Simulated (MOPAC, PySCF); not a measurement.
AlCl$_{3}$, SMILES `[Cl][Al]([Cl])[Cl]`, neutral singlet in the gas phase. 

Cartesian coordinates (Å):
```xyz
4

Cl     2.0511    -0.2652    -0.0006
Al    -0.0081    -0.0038     0.0007
Cl    -0.8113     1.9102    -0.0004
Cl    -1.2646    -1.6560     0.0006
```
Charge 0, multiplicity 1.

All levels are single points at this geometry (TPSSh-D3(BJ)/def2-TZVP); Pople sets use spherical d functions. Orbital energies aren't observables, and empty levels follow the basis.

PBE-D3(BJ)/def2-TZVP in PySCF gives dipole (D) = 0.00.

Problem. Estimate the dipole (D) from each of these levels: TPSSh-D3(BJ)/def2-TZVP in PySCF; B3LYP/3-21G in PySCF; B3LYP/6-31G* in PySCF; M06-2X/6-31G* in PySCF; PBE/6-31G* in PySCF; SVWN5/6-31G* in PySCF; HF/3-21G in PySCF; HF/STO-3G in PySCF; AM1 in MOPAC; PM3 in MOPAC; PM6 in MOPAC; PM7 in MOPAC.

Solution. 
| level | dipole (D) |
|---|---|
| TPSSh-D3(BJ)/def2-TZVP in PySCF | 0.00 |
| B3LYP/3-21G in PySCF | 0.00 |
| B3LYP/6-31G* in PySCF | 0.00 |
| M06-2X/6-31G* in PySCF | 0.00 |
| PBE/6-31G* in PySCF | 0.00 |
| SVWN5/6-31G* in PySCF | 0.00 |
| HF/3-21G in PySCF | 0.01 |
| HF/STO-3G in PySCF | 0.01 |
| AM1 in MOPAC | 0.00 |
| PM3 in MOPAC | 0.01 |
| PM6 in MOPAC | 0.01 |
| PM7 in MOPAC | 0.01 |
